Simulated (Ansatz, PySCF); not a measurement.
Reaction (SMILES): [CH2]S → [CH2-]S (an electron is taken up)
Each molecule is optimised on its own at B3LYP-D3(BJ)/def2-TZVP (Ansatz, a program for electronic structure), one conformer each, not searched for the lowest.

Wanted: adiabatic electron affinity (0 K, with B3LYP-D3(BJ) harmonic zero-point energies from PySCF), positive where the reaction releases energy, in eV. Correlated levels leave the core frozen unless marked. UHF or UKS for open shells. Spin-orbit coupling is left out. No relativistic terms. Anions need diffuse functions: aug- sets have them; def2-D sets add few; the other sets have none. Basis-set limits of correlation are two-point, X^-3; Hartree-Fock from the larger set. The bracket is a focal-point correction in the basis named.

| level | program | adiabatic electron affinity (eV) |
|---|---|---|
| HF-D4/def2-TZVPD | PySCF + dftd4 | -0.72 |
| SVWN5/def2-TZVPD | Ansatz | 0.75 |
| TPSS-D4/def2-TZVPD | PySCF + dftd4 | 0.49 |
| PBE0/def2-TZVPD | Ansatz | ? |
| TPSSh-D3(BJ)/def2-TZVPD | PySCF + dftd3 | 0.41 |
| CAM-B3LYP-D3(BJ)/def2-TZVPD | Ansatz + dftd3 | 0.47 |
| wB97M-V/def2-TZVPD | Ansatz | 0.50 |
| wB97X-V/def2-TZVPD | Ansatz | ? |
| CCSD/6-31G* | Ansatz | -0.65 |
| RI-MP2/CBS(aug-cc-pV(T+d)Z,aug-cc-pV(Q+d)Z)+[CCSD(T)-MP2]/aug-cc-pV(T+d)Z | Ansatz | ? |

**Question.** Fill in the missing entries.

**Answer.** 
- PBE0/def2-TZVPD, adiabatic electron affinity (eV): 0.42
- wB97X-V/def2-TZVPD, adiabatic electron affinity (eV): 0.44
- RI-MP2/CBS(aug-cc-pV(T+d)Z,aug-cc-pV(Q+d)Z)+[CCSD(T)-MP2]/aug-cc-pV(T+d)Z, adiabatic electron affinity (eV): 0.61
